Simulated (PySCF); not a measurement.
Input file for PySCF: R-B3LYP/6-311+G** on HOCH3Fcomp1, charge -1. Charge -1.

```python
from pyscf import gto, scf, dft, mp
from pyscf.data.elements import chemcore

mol = gto.M(
    atom='''
    C    -1.29799700   -0.38951800   -0.00003400
    O    -0.47722300    0.72802100    0.00005400
    H    -2.35192200   -0.08023200   -0.00863900
    H    -1.14085300   -1.03582100   -0.87810100
    H    -1.15317800   -1.02751300    0.88635900
    H     0.51058000    0.37116000    0.00024300
    F     1.74901600   -0.19051700   -0.00001000
    ''',
    basis='6-311+g**',
    charge=-1, spin=0, verbose=3, max_memory=1800)
mf = dft.RKS(mol, xc='b3lyp')
mf.conv_tol = 1e-8
mf.max_cycle = 100
mf.kernel()
if not mf.converged:
    mf = mf.newton().run(mf.mo_coeff, mf.mo_occ)
```

The log:

```
converged SCF energy = -215.701764046167
```

The calculation finished and met its thresholds.

Cost: around 4 core-seconds (rough).
